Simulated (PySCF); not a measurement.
## C2H6Si

C2H6Si is a small molecule, neutral, singlet. The structure, one conformer, was relaxed in the gas phase by PBE0-D3(BJ)/def2-SVP. No frequency run checks that it is a minimum.

SMILES: C=C[SiH3]

Coordinates in Å:
```
Si1    -0.273    1.252   -0.173
C2      0.526   -0.347    0.380
C3      0.096   -1.558    0.009
H4     -0.748    2.045    1.003
H5     -1.437    0.939   -1.057
H6      0.700    2.103   -0.924
H7      1.397   -0.290    1.047
H8     -0.768   -1.686   -0.653
H9      0.585   -2.479    0.348
```

Shieldings: GIAO PBE0/pcSseg-2. Shifts are against computed references at the same level: C TMS (σ 184.1 ppm), H TMS (σ 31.24 ppm), Si TMS (σ 341.3 ppm). Core levels by delta-SCF with SCAN, pcX-2 on the ionised atom and pcseg-1 elsewhere, spin-free X2C (2p3/2 is the spin-free 2p value less a third of a first-order spin-orbit splitting); from the vacuum level, for chosen atoms.

Give the shieldings and core levels atom by atom.


```tsv
atoms	bonded to	σ (ppm)	δ (ppm)	core level (eV)
Si1	1 C + 3 H	409.0	-67.7	2p3/2 106.76
C2	1 C + 1 Si + 1 H	42.0	142.1	1s 290.32
C3	1 C + 2 H	34.3	149.8	1s 290.63
H4 H5 H6	1 Si	27.04	4.20	-
H7	1 C	24.79	6.46	-
H8	1 C	24.87	6.38	-
H9	1 C	24.78	6.46	-
```

Values are those of this one static structure, with the three H of a rotating XH3 group averaged; atoms that internal rotation interchanges would show their mean in an NMR spectrum.

The core-hole states of C2, C3 are spin-contaminated (⟨S²⟩ 0.80, 0.80 against 0.75 for a pure doublet), so those values and differences from them are less sure.

Which of C2, C3 holds its core electrons tightest, and by how much against the loosest?

C3 (bonded to 1 C + 2 H), by 0.31 eV over C2 (bonded to 1 C + 1 Si + 1 H).

By CAM-B3LYP/def2-SVPD (TDDFT singlets, Tamm-Dancoff triplets, ionisation by delta-SCF), where does absorption start, and what does vertical ionisation take?

The lowest singlet lies at 6.85 eV (f 0.001), the strongest of the first 6 at 7.23 eV (f 0.446), the lowest triplet at 4.21 eV; vertical ionisation takes 10.26 eV.
